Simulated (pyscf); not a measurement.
•H₂C–F (SMILES [CH2]F) + HF (SMILES F) → F–CH₂–F (SMILES FCF) + H• (SMILES [H]), a concerted two-bond exchange (doublet surface; C–H, F–H broken, C–H, C–F formed). PySCF, gas phase, ωB97X-D3(BJ)/def2-SVP geometries. MP2 and CC: frozen core, UHF for open shells. ΔMP2 is the change of the MP2 total energy from the triple- to the quadruple-zeta basis. Energies in kcal/mol from the separated reactants.

AM1 to PM7: differences of heats of formation from MOPAC. Open shells are spin-unrestricted. 

Task: Quick PM7 single points give ΔE‡ = 75.3 kcal/mol and ΔE = +31.8 kcal/mol. What does CCSD(T)/def2-TZVPP + ΔMP2(QZVPP) give, and how far is the quick result from it?

Result: CCSD(T)/def2-TZVPP + ΔMP2(QZVPP) gives ΔE‡ = 61.3 kcal/mol and ΔE = +18.2 kcal/mol. PM7 lies 14.0 kcal/mol over it in the barrier and 13.7 kcal/mol over it in the reaction energy, so on this step it does not hold to within 3.0 kcal/mol. CCSD(T)/def2-TZVPP + ΔMP2(QZVPP) has limits of its own. Another saddle between the same species, by other bonds, lies lower (50.2 kcal/mol against 55.4 kcal/mol at ωB97M-D3(BJ)). The CCSD(T) − MP2 part came from Ansatz, without density fitting, on the same reference.
